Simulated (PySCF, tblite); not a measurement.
# FH4NSi: protonation, NMR shifts

What do calculations give for the protonation, NMR shifts of FH4NSi (`N[SiH2]F`)?

Computed with tblite 0.8.0 and PySCF 2.14.0 and routines of our own; the level stands in each step. Atoms count from 0.

## (1) The system as given

7 atoms, charge 0, multiplicity 1; geometry from: start built from the parent or by distance geometry.

## (2) Geometry optimisation with GFN2-xTB

What the job is given:

```
{"job": {"kind": "relax", "xc": "GFN2-xTB", "basis": "xTB"}, "charge": 0, "multiplicity": 1}
N      1.082100    -0.040200     0.288000
Si    -0.681100     0.099600    -0.102700
F     -1.443800    -0.280900     1.380800
H      1.419700    -0.984100     0.147200
H      1.644000     0.699900    -0.122000
H     -0.989900     1.438400    -0.547800
H     -1.024400    -0.923000    -1.097700
```

Started as:

```
$ OMP_NUM_THREADS=1 python redox_run.py task.json out
```

The driver reads the jobs from task.json and runs them one after another.

Log:

```text
step      E/eV     max force
  0    -312.71620    2.373
  1    -312.89729    1.489
  2    -312.97348    1.138
  3    -312.99202    0.589
  4    -313.00803    0.294
  5    -313.01317    0.338
  6    -313.02553    0.366
  7    -313.03538    0.354
  8    -313.04044    0.231
  9    -313.04216    0.135
 10    -313.04333    0.136
 11    -313.04496    0.158
 12    -313.04740    0.146
 13    -313.04928    0.075
 14    -313.04990    0.060
 15    -313.05012    0.054
 16    -313.05051    0.055
 17    -313.05115    0.080
 18    -313.05202    0.083
 19    -313.05274    0.069
 20    -313.05323    0.061
 21    -313.05373    0.084
 22    -313.05456    0.095
 23    -313.05583    0.121
 24    -313.05731    0.166
 25    -313.05872    0.146
 26    -313.05993    0.121
 27    -313.06136    0.139
 28    -313.06406    0.199
 29    -313.06743    0.248
 30    -313.06912    0.350
 31    -313.06879    0.300
 32    -313.07240    0.213
 33    -313.07356    0.284
 34    -313.07606    0.124
 35    -313.07988    0.213
 36    -313.08161    0.232
 37    -313.08298    0.100
 38    -313.08359    0.105
 39    -313.08581    0.095
 40    -313.08679    0.119
 41    -313.08742    0.070
 42    -313.08758    0.077
 43    -313.08772    0.046
 44    -313.08798    0.038
 45    -313.08825    0.037
 46    -313.08839    0.022
 47    -313.08842    0.017
 48    -313.08844    0.014
 49    -313.08847    0.014
 50    -313.08849    0.011
 51    -313.08851    0.017
 52    -313.08852    0.014
 53    -313.08852    0.011
 54    -313.08853    0.012
 55    -313.08855    0.010
```

Run time: 0.21 s. Hardware: 1 thread of Intel Xeon at 2.70GHz, shared host.

Along the way: (not every step is listed)

```
step  energy from step 0 (eV)  largest force (eV/Å)
   0                   0.0000                2.3731
   1                  -0.1811                1.4885
   2                  -0.2573                1.1380
   3                  -0.2758                0.5895
   4                  -0.2918                0.2945
   5                  -0.2970                0.3379
   6                  -0.3093                0.3656
   7                  -0.3192                0.3542
   8                  -0.3242                0.2315
  12                  -0.3312                0.1458
  16                  -0.3343                0.0552
  20                  -0.3370                0.0614
  24                  -0.3411                0.1658
  28                  -0.3479                0.1985
  32                  -0.3562                0.2128
  36                  -0.3654                0.2316
  40                  -0.3706                0.1188
  44                  -0.3718                0.0378
  48                  -0.3722                0.0136
  50                  -0.3723                0.0112
  51                  -0.3723                0.0166
  52                  -0.3723                0.0140
  53                  -0.3723                0.0106
  54                  -0.3723                0.0121
  55                  -0.3723                0.0097
```

Distances of close pairs at the start and the end, largest changes first:

```
  bond  before (Å)  after (Å)  change (Å)
Si1–F2       1.711      1.607      -0.104
N0–Si1       1.811      1.713      -0.098
 N0–H4       1.016      1.005      -0.011
Si1–H6       1.468      1.460      -0.008
Si1–H5       1.444      1.452      +0.008
 N0–H3       1.012      1.007      -0.005
```

The next job starts from the end point, and lists it.

## (3) Harmonic vibrations with GFN2-xTB

What the job is given:

```
{"job": {"kind": "ir", "xc": "GFN2-xTB", "basis": "xTB"}, "charge": 0, "multiplicity": 1}
N      1.036943     0.049787     0.185500
Si    -0.642713     0.092865    -0.149551
F     -1.312421    -0.478703     1.194768
H      1.419167    -0.734221     0.689361
H      1.697123     0.391333    -0.490928
H     -1.041243     1.481955    -0.290890
H     -1.150188    -0.793207    -1.192416
```

Log:

```text
mode    cm-1     km/mol
  1     177.8      8.52
  2     251.7     17.89
  3     476.1    199.35
  4     547.6    191.22
  5     556.5      6.55
  6     713.5    108.01
  7     782.2     42.68
  8     799.5    137.69
  9     845.2    324.09
 10     933.4    213.07
 11    1513.3     58.39
 12    2277.3    377.44
 13    2353.1    210.44
 14    3484.5      5.78
 15    3533.5      0.51
ZPE 115.111  H(298)-E 130.509  G(298)-E 44.806 kJ/mol  S 287.45 J/(mol K)
```

Wall time 0.18 s (1 thread of Intel Xeon at 2.70GHz, shared host).

The strongest bands and the atoms that carry them (share of the mass-weighted mode):

```
cm⁻¹  km/mol                                atoms
 476   199.3            H4 42 %, H3 34 %, N0 21 %
 548   191.2           H5 42 %, H6 32 %, Si1 16 %
 714   108.0            H6 47 %, H5 23 %, H4 14 %
 800   137.7                     H5 44 %, H6 44 %
 845   324.1  Si1 30 %, F2 22 %, H3 20 %, H4 11 %
 933   213.1                    N0 46 %, Si1 40 %
2277   377.4                              H6 91 %
2353   210.4                              H5 92 %
```

## (4) Relaxing the molecule at PBE0-D3(BJ)/def2-SVP

Settings changed since step 3:

```diff
@@ -1,2 +1,2 @@
-{"job": {"kind": "ir", "xc": "GFN2-xTB", "basis": "xTB"}, "charge": 0, "multiplicity": 1}
+{"job": {"xc": "PBE0", "basis": "def2-SVP", "d3": "d3bj", "grid": 1, "kind": "geom"}, "charge": 0, "multiplicity": 1}
 N      1.036943     0.049787     0.185500
```

Log:

```text
step   0  E = -446.07181114  max force = 0.012837
step   1  E = -446.07488245  max force = 0.004966
step   2  E = -446.07600226  max force = 0.002492
step   3  E = -446.07762926  max force = 0.005664
step   4  E = -446.07857074  max force = 0.004233
step   5  E = -446.07937129  max force = 0.004515
step   6  E = -446.07995689  max force = 0.003825
step   7  E = -446.08008829  max force = 0.001379
step   8  E = -446.08016715  max force = 0.000623
step   9  E = -446.08019088  max force = 0.000267
step  10  E = -446.08019377  max force = 0.000152
optimisation converged
```

It took 20 s on 1 thread of Intel Xeon at 2.70GHz, shared host.

Step by step:

```
step  energy from step 0 (eV)  largest force component (eV/Å)
   0                   0.0000                          0.6601
   1                  -0.0836                          0.2554
   2                  -0.1140                          0.1281
   3                  -0.1583                          0.2913
   4                  -0.1839                          0.2177
   5                  -0.2057                          0.2322
   6                  -0.2217                          0.1967
   7                  -0.2252                          0.0709
   8                  -0.2274                          0.0320
   9                  -0.2280                          0.0137
  10                  -0.2281                          0.0078
```

Distances of close pairs at the start and the end, largest changes first:

```
  bond  before (Å)  after (Å)  change (Å)
Si1–H5       1.452      1.486      +0.034
Si1–H6       1.460      1.486      +0.026
Si1–F2       1.607      1.632      +0.025
 N0–H4       1.005      1.013      +0.008
 N0–H3       1.007      1.013      +0.006
N0–Si1       1.713      1.707      -0.006
```

The end geometry stands in the next job.

```
                         at the end point                 value
  point group (found at 0.08 Å tolerance)                    Cs
rotational constants (GHz, main isotopes)  23.083, 6.720, 5.742
                        dipole moment (D)                  2.06
```

## (5) Harmonic vibrations (FH₄NSi): PBE0-D3(BJ)/def2-SVP

What the job is given:

```
{"job": {"xc": "PBE0", "basis": "def2-SVP", "d3": "d3bj", "grid": 2, "kind": "hessian"}, "charge": 0, "multiplicity": 1}
N      1.036048    -0.108902    -0.196313
Si    -0.650210     0.100317    -0.028304
F     -1.208922    -0.147302     1.484476
H      1.455199    -1.031434    -0.210593
H      1.688597     0.589009     0.141368
H     -0.980911     1.510376    -0.361255
H     -1.335534    -0.899561    -0.887789
```

Log:

```text
coarse grid: 6256 points
cycle   1  E = -445.9592323780  dE =  6.664e-02  |g| = 6.237e-01  |ddm| = 2.388e+00
cycle   2  E = -445.8882228003  dE =  7.101e-02  |g| = 9.007e-01  |ddm| = 1.149e+00
cycle   3  E = -446.0299342262  dE = -1.417e-01  |g| = 4.767e-02  |ddm| = 6.994e-01
cycle   4  E = -446.0302030331  dE = -2.688e-04  |g| = 2.899e-02  |ddm| = 5.201e-02
cycle   5  E = -446.0303745904  dE = -1.716e-04  |g| = 3.515e-03  |ddm| = 2.338e-02
cycle   6  E = -446.0303777414  dE = -3.151e-06  |g| = 2.990e-04  |ddm| = 3.492e-03
final grid: 56016 points
cycle   7  E = -446.0800905133  dE = -5.295e-06  |g| = 5.019e-03  |ddm| = 8.616e-03
cycle   8  E = -446.0800850827  dE =  5.431e-06  |g| = 7.104e-03  |ddm| = 8.497e-03
cycle   9  E = -446.0800960170  dE = -1.093e-05  |g| = 2.505e-04  |ddm| = 5.039e-03
cycle  10  E = -446.0800960256  dE = -8.571e-09  |g| = 1.101e-04  |ddm| = 2.460e-04
cycle  11  E = -446.0800960276  dE = -2.026e-09  |g| = 1.451e-05  |ddm| = 8.779e-05
cycle  12  E = -446.0800960276  dE = -5.332e-11  |g| = 2.158e-06  |ddm| = 1.741e-05
converged SCF energy = -446.0800960276

mode    cm-1
  1     275.4
  2     291.8
  3     410.7
  4     552.4
  5     806.5
  6     829.5
  7     897.2
  8     898.7
  9     940.5
 10     980.5
 11    1545.8
 12    2276.0
 13    2281.6
 14    3620.4
 15    3720.2
ZPE 121.584  H(298)-E 136.005  G(298)-E 52.093 kJ/mol  S 281.44 J/(mol K)
```

Run time: 43 s. Hardware: 1 thread of Intel Xeon at 2.70GHz, shared host; peak memory 0.95 GiB.

Zero-point energy 121.58 kJ/mol (xTB gave 115.11).

## (6) Single point (FH4NSi): wB97X-D3(BJ)/def2-TZVP

Geometry: PBE0-D3(BJ)/def2-SVP.

Settings changed since step 5:

```diff
@@ -1,2 +1,2 @@
-{"job": {"xc": "PBE0", "basis": "def2-SVP", "d3": "d3bj", "grid": 2, "kind": "hessian"}, "charge": 0, "multiplicity": 1}
+{"job": {"kind": "sp", "xc": "wB97X", "basis": "def2-TZVP", "d3": "d3bj", "grid": 2}, "charge": 0, "multiplicity": 1}
 N      1.036048    -0.108902    -0.196313
```

Log:

```text
coarse grid: 6256 points
cycle   1  E = -446.6516506090  dE =  8.623e-03  |g| = 6.128e-01  |ddm| = 1.840e+00
cycle   2  E = -446.6549299508  dE = -3.279e-03  |g| = 6.850e-01  |ddm| = 5.599e-01
cycle   3  E = -446.7198393885  dE = -6.491e-02  |g| = 4.316e-02  |ddm| = 2.710e-01
cycle   4  E = -446.7201594298  dE = -3.200e-04  |g| = 2.546e-02  |ddm| = 4.018e-02
cycle   5  E = -446.7202828408  dE = -1.234e-04  |g| = 5.981e-03  |ddm| = 1.867e-02
cycle   6  E = -446.7202905143  dE = -7.674e-06  |g| = 9.634e-04  |ddm| = 4.993e-03
final grid: 56016 points
cycle   7  E = -446.7183834712  dE = -2.533e-05  |g| = 7.281e-03  |ddm| = 9.164e-03
cycle   8  E = -446.7183824718  dE =  9.994e-07  |g| = 7.867e-03  |ddm| = 5.414e-03
cycle   9  E = -446.7183904237  dE = -7.952e-06  |g| = 3.275e-04  |ddm| = 2.852e-03
cycle  10  E = -446.7183904456  dE = -2.190e-08  |g| = 1.698e-04  |ddm| = 2.471e-04
cycle  11  E = -446.7183904533  dE = -7.745e-09  |g| = 5.340e-05  |ddm| = 1.259e-04
converged SCF energy = -446.7183904533
```

It took 3.9 s on 1 thread of Intel Xeon at 2.70GHz, shared host.

## (7) Relaxing the molecule with GFN2-xTB

This step treats FH₅NSi+, `[NH3+][SiH2]F`.

What the job is given:

```
{"job": {"kind": "relax", "xc": "GFN2-xTB", "basis": "xTB"}, "charge": 1, "multiplicity": 1}
N      1.052300    -0.115000    -0.201600
Si    -0.660900     0.109000    -0.051300
F     -1.191500    -0.154900     1.487700
H      1.452700    -1.016800    -0.231200
H      1.685400     0.585200     0.152700
H     -0.991900     1.508700    -0.370000
H     -1.335100    -0.893700    -0.898800
H      0.769800     0.202600    -1.146800
```

Log:

```text
step      E/eV     max force
  0    -313.82357    5.646
  1    -314.27886    2.266
  2    -314.46741    1.608
  3    -314.62829    1.108
  4    -314.71828    0.732
  5    -314.77161    0.775
  6    -314.80534    0.672
  7    -314.84467    0.448
  8    -314.87628    0.519
  9    -314.90247    0.530
 10    -314.92948    0.431
 11    -314.93849    0.284
 12    -314.94364    0.259
 13    -314.95331    0.271
 14    -314.96039    0.344
 15    -314.96617    0.328
 16    -314.97098    0.193
 17    -314.97451    0.193
 18    -314.97734    0.218
 19    -314.98034    0.218
 20    -314.98305    0.187
 21    -314.98526    0.118
 22    -314.98651    0.085
 23    -314.98730    0.081
 24    -314.98798    0.068
 25    -314.98845    0.062
 26    -314.98871    0.039
 27    -314.98883    0.029
 28    -314.98890    0.017
 29    -314.98893    0.013
 30    -314.98894    0.009
```

It took 0.2 s on 1 thread of Intel Xeon at 2.70GHz, shared host.

Along the way:

```
step  energy from step 0 (eV)  largest force (eV/Å)
   0                   0.0000                5.6464
   1                  -0.4553                2.2663
   2                  -0.6438                1.6079
   3                  -0.8047                1.1084
   4                  -0.8947                0.7316
   5                  -0.9480                0.7747
   6                  -0.9818                0.6717
   7                  -1.0211                0.4477
   8                  -1.0527                0.5194
   9                  -1.0789                0.5301
  10                  -1.1059                0.4309
  11                  -1.1149                0.2840
  12                  -1.1201                0.2588
  13                  -1.1297                0.2706
  14                  -1.1368                0.3436
  15                  -1.1426                0.3278
  16                  -1.1474                0.1931
  17                  -1.1509                0.1934
  18                  -1.1538                0.2180
  19                  -1.1568                0.2177
  20                  -1.1595                0.1875
  21                  -1.1617                0.1181
  22                  -1.1629                0.0854
  23                  -1.1637                0.0807
  24                  -1.1644                0.0681
  25                  -1.1649                0.0622
  26                  -1.1651                0.0393
  27                  -1.1653                0.0295
  28                  -1.1653                0.0173
  29                  -1.1654                0.0127
  30                  -1.1654                0.0086
```

Distances of close pairs at the start and the end, largest changes first:

```
  bond  before (Å)  after (Å)  change (Å)
N0–Si1       1.734      1.921      +0.187
Si1–F2       1.649      1.584      -0.065
 N0–H3       0.987      1.025      +0.038
Si1–H6       1.476      1.443      -0.032
Si1–H5       1.473      1.443      -0.030
 N0–H4       1.008      1.025      +0.017
 N0–H7       1.036      1.022      -0.014
```

The next job starts from the end point, and lists it.

## (8) Harmonic vibrations with GFN2-xTB

What the job is given:

```
{"job": {"kind": "ir", "xc": "GFN2-xTB", "basis": "xTB"}, "charge": 1, "multiplicity": 1}
N      0.995012    -0.053544    -0.350215
Si    -0.896951     0.149713    -0.085517
F     -0.859746    -0.197774     1.459428
H      1.295021    -1.007130    -0.122282
H      1.516720     0.569554     0.275130
H     -1.113213     1.562402    -0.287785
H     -1.460543    -0.941587    -0.843651
H      1.304402     0.143259    -1.304461
```

Log:

```text
mode    cm-1     km/mol
  1     100.3      1.04
  2     210.3     23.00
  3     482.9    104.84
  4     487.6     16.45
  5     492.4     64.22
  6     662.1     26.61
  7     714.6    113.40
  8     729.1     91.59
  9     734.4    160.07
 10     908.8    244.26
 11    1346.0    276.06
 12    1437.0     69.11
 13    1443.7     82.45
 14    2446.4     21.55
 15    2456.6    155.00
 16    3278.9     79.70
 17    3296.0     79.42
 18    3332.8     77.15
ZPE 146.900  H(298)-E 163.354  G(298)-E 74.976 kJ/mol  S 296.42 J/(mol K)
```

Run time: 0.23 s. Hardware: 1 thread of Intel Xeon at 2.70GHz, shared host.

Which atoms move in the most intense modes:

```
cm⁻¹  km/mol                               atoms
 483   104.8                   N0 52 %, Si1 37 %
 715   113.4                    H6 44 %, H5 42 %
 729    91.6  H7 29 %, H6 19 %, H5 18 %, N0 10 %
 734   160.1           H3 38 %, H4 36 %, N0 14 %
 909   244.3                   F2 58 %, Si1 40 %
1346   276.1  H4 29 %, H3 29 %, H7 28 %, N0 15 %
1444    82.5                    H3 44 %, H4 42 %
2457   155.0                    H5 49 %, H6 46 %
```

## (9) Optimising the geometry at PBE0-D3(BJ)/def2-SVP

This step treats FH5NSi+, `[NH3+][SiH2]F`.

Settings changed since step 8:

```diff
@@ -1,2 +1,2 @@
-{"job": {"kind": "ir", "xc": "GFN2-xTB", "basis": "xTB"}, "charge": 1, "multiplicity": 1}
+{"job": {"xc": "PBE0", "basis": "def2-SVP", "d3": "d3bj", "grid": 1, "kind": "geom"}, "charge": 1, "multiplicity": 1}
 N      0.995012    -0.053544    -0.350215
```

Log:

```text
step   0  E = -446.41304283  max force = 0.017361
step   1  E = -446.41495721  max force = 0.006871
step   2  E = -446.41545361  max force = 0.001410
step   3  E = -446.41546108  max force = 0.000425
optimisation converged
```

Run time: 8 s. Hardware: 1 thread of Intel Xeon at 2.70GHz, shared host.

Relaxation path:

```
step  energy from step 0 (eV)  largest force component (eV/Å)
   0                   0.0000                          0.8927
   1                  -0.0521                          0.3533
   2                  -0.0656                          0.0725
   3                  -0.0658                          0.0219
```

Close pairs (by a distance rule), those that changed most:

```
  bond  before (Å)  after (Å)  change (Å)
Si1–H6       1.443      1.472      +0.029
Si1–H5       1.443      1.472      +0.029
N0–Si1       1.921      1.903      -0.018
Si1–F2       1.584      1.597      +0.013
 N0–H7       1.022      1.029      +0.007
 N0–H3       1.025      1.030      +0.005
 N0–H4       1.025      1.030      +0.005
```

The final coordinates are the input of the step that follows.

```
                         at the end point                 value
  point group (found at 0.08 Å tolerance)                    Cs
rotational constants (GHz, main isotopes)  17.107, 6.923, 5.420
```

## (10) Harmonic vibrations (FH₅NSi+): PBE0-D3(BJ)/def2-SVP

What the job is given:

```
{"job": {"xc": "PBE0", "basis": "def2-SVP", "d3": "d3bj", "grid": 2, "kind": "hessian"}, "charge": 1, "multiplicity": 1}
N      0.988488    -0.046091    -0.393560
Si    -0.861767     0.126150     0.015799
F     -0.817642    -0.216322     1.574512
H      1.333060    -0.996821    -0.198270
H      1.562056     0.592312     0.175893
H     -1.144293     1.543643    -0.262509
H     -1.493205    -0.926666    -0.796302
H      1.213206     0.153316    -1.378191
```

Log:

```text
coarse grid: 6872 points
cycle   1  E = -446.3062556167  dE =  3.238e-01  |g| = 5.457e-01  |ddm| = 2.453e+00
cycle   2  E = -446.2336239288  dE =  7.263e-02  |g| = 8.886e-01  |ddm| = 1.154e+00
cycle   3  E = -446.3668460733  dE = -1.332e-01  |g| = 4.331e-02  |ddm| = 6.916e-01
cycle   4  E = -446.3672168554  dE = -3.708e-04  |g| = 1.334e-02  |ddm| = 5.848e-02
cycle   5  E = -446.3672500921  dE = -3.324e-05  |g| = 5.834e-03  |ddm| = 1.433e-02
cycle   6  E = -446.3672573640  dE = -7.272e-06  |g| = 7.089e-04  |ddm| = 4.394e-03
final grid: 61384 points
cycle   7  E = -446.4154502694  dE = -1.124e-05  |g| = 5.730e-03  |ddm| = 1.003e-02
cycle   8  E = -446.4154456129  dE =  4.656e-06  |g| = 7.474e-03  |ddm| = 8.478e-03
cycle   9  E = -446.4154572002  dE = -1.159e-05  |g| = 2.795e-04  |ddm| = 4.776e-03
cycle  10  E = -446.4154572101  dE = -9.857e-09  |g| = 1.375e-04  |ddm| = 2.815e-04
cycle  11  E = -446.4154572132  dE = -3.103e-09  |g| = 1.638e-05  |ddm| = 1.036e-04
cycle  12  E = -446.4154572133  dE = -7.390e-11  |g| = 2.337e-06  |ddm| = 2.381e-05
converged SCF energy = -446.4154572133

mode    cm-1
  1     116.4
  2     235.4
  3     549.2
  4     584.2
  5     697.3
  6     779.8
  7     892.4
  8     896.3
  9     920.9
 10    1003.6
 11    1396.1
 12    1602.9
 13    1611.1
 14    2344.3
 15    2384.1
 16    3417.6
 17    3513.2
 18    3518.9
ZPE 158.288  H(298)-E 173.399  G(298)-E 87.104 kJ/mol  S 289.44 J/(mol K)
```

It took 65 s on 1 thread of Intel Xeon at 2.70GHz, shared host; peak memory 1.1 GiB.

Zero-point energy 158.29 kJ/mol (xTB gave 146.90).

## (11) Single point (FH₅NSi+): wB97X-D3(BJ)/def2-TZVP

Geometry: PBE0-D3(BJ)/def2-SVP.

Settings changed since step 10:

```diff
@@ -1,2 +1,2 @@
-{"job": {"xc": "PBE0", "basis": "def2-SVP", "d3": "d3bj", "grid": 2, "kind": "hessian"}, "charge": 1, "multiplicity": 1}
+{"job": {"kind": "sp", "xc": "wB97X", "basis": "def2-TZVP", "d3": "d3bj", "grid": 2}, "charge": 1, "multiplicity": 1}
 N      0.988488    -0.046091    -0.393560
```

Log:

```text
coarse grid: 6872 points
cycle   1  E = -446.9734953811  dE =  3.166e-01  |g| = 6.016e-01  |ddm| = 1.868e+00
cycle   2  E = -446.9879420497  dE = -1.445e-02  |g| = 6.851e-01  |ddm| = 6.360e-01
cycle   3  E = -447.0528691409  dE = -6.493e-02  |g| = 4.964e-02  |ddm| = 2.693e-01
cycle   4  E = -447.0533527481  dE = -4.836e-04  |g| = 1.666e-02  |ddm| = 4.900e-02
cycle   5  E = -447.0534008037  dE = -4.806e-05  |g| = 4.760e-03  |ddm| = 1.260e-02
cycle   6  E = -447.0534052514  dE = -4.448e-06  |g| = 1.864e-03  |ddm| = 3.652e-03
final grid: 61384 points
cycle   7  E = -447.0503619615  dE = -3.179e-05  |g| = 6.510e-03  |ddm| = 1.009e-02
cycle   8  E = -447.0503609190  dE =  1.043e-06  |g| = 7.074e-03  |ddm| = 4.568e-03
cycle   9  E = -447.0503672978  dE = -6.379e-06  |g| = 2.771e-04  |ddm| = 2.487e-03
cycle  10  E = -447.0503673132  dE = -1.538e-08  |g| = 8.473e-05  |ddm| = 1.685e-04
cycle  11  E = -447.0503673148  dE = -1.641e-09  |g| = 3.022e-05  |ddm| = 7.131e-05
converged SCF energy = -447.0503673148
```

It took 3.9 s on 1 thread of Intel Xeon at 2.70GHz, shared host.

(Part 1 of 2 ends here.)
